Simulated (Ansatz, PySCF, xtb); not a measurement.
Acid–base and redox partners of CC#C. Gas-phase values, no solvent. Strings in code marks are SMILES.

Quantity: bond dissociation enthalpy (X–H) at 298 K, in kcal/mol. HF references are unrestricted for open shells and restricted for singlets. Enthalpy corrections at 298 K come from GFN2-xTB frequencies (xtb).

Level 1: frozen-core CCSD(T)/cc-pVTZ // B3LYP-D3(BJ)/def2-TZVP (Ansatz, a first-principles code)
Level 2: PBE-D3(BJ)/def2-TZVP // B3LYP-D3(BJ)/def2-TZVP (PySCF)
Level 3: B3LYP/6-311+G** // B3LYP-D3(BJ)/def2-TZVP (PySCF)
Level 4: HF/cc-pVTZ // B3LYP-D3(BJ)/def2-TZVP (Ansatz)

```csv
species,level 2,level 3,level 4
H atom removed from C1: `[C]#CC`,130.1,132.9,113.1
H atom removed from C3: `C#C[CH2]`,85.3,87.2,64.9
```

Q: What does level 1 give for each?

A: 
- H atom removed from C1: `[C]#CC`: 132.4
- H atom removed from C3: `C#C[CH2]`: 91.2
